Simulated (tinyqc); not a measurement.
Worked calculation: UHF in the sto-3g basis, for H2O, spin multiplicity 1. One step of it, computed by the program tinyqc.

Task: Iteration 2: DIIS coefficients. Solve [B -1; -1 0][c; lambda] = [0; -1] for the coefficients, which sum to one.

B (overlaps of the stored error matrices):
```
               1              2
1  8.5993014e-01  2.1120014e-01
2  2.1120014e-01  9.4796531e-02
```

Give: DIIS coefficients.

Result:

DIIS coefficients: -0.2187  1.2187
